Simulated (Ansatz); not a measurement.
Two isomers of C3H7NOS: A = `CN1CSC1O`, B = `NC(S)CC=O`.

Computed with Ansatz on PBE0-D4/def2-TZVP structures; ΔE is electronic, products minus reactants. CBS: MP2 limit from def2 TZ/QZ plus the TZ coupled-cluster correction, frozen cores. Functionals use def2-TZVPP. B3LYP here is the variant with VWN-RPA as its local correlation; programs differ in this. One conformer a species, not always the lowest.

**Question.** Which is lower in electronic energy at CCSD(T)/CBS, and by how much? (Best estimate.)

**Answer.** Ansatz gave: B, by 41.9 kJ/mol.

**Question.** Give E(B) − E(A) in kJ/mol with B3LYP, CCSD/def2-TZVPP, PBE0-D4, PBE-D4, B2PLYP, B3LYP-D4, ωB97M-V. (Best estimate.)

**Answer.** The calculation gave: B3LYP -48.6, CCSD/def2-TZVPP -45.1, PBE0-D4 -27.8, PBE-D4 -32.3, B2PLYP -47.0, B3LYP-D4 -46.6, ωB97M-V -39.0. None reverses the order clearly.

Largest T1 diagnostic: 0.013.

In def2-TZVPP, CCSD(T) changes the Hartree–Fock value by +17.7 kJ/mol (the triples alone add +1.9 kJ/mol) and MP2 by +22.3 kJ/mol. From PBE to PBE0 (25 % exact exchange), in def2-TZVPP and without D4, E(B) − E(A) moves by +4.8 kJ/mol.
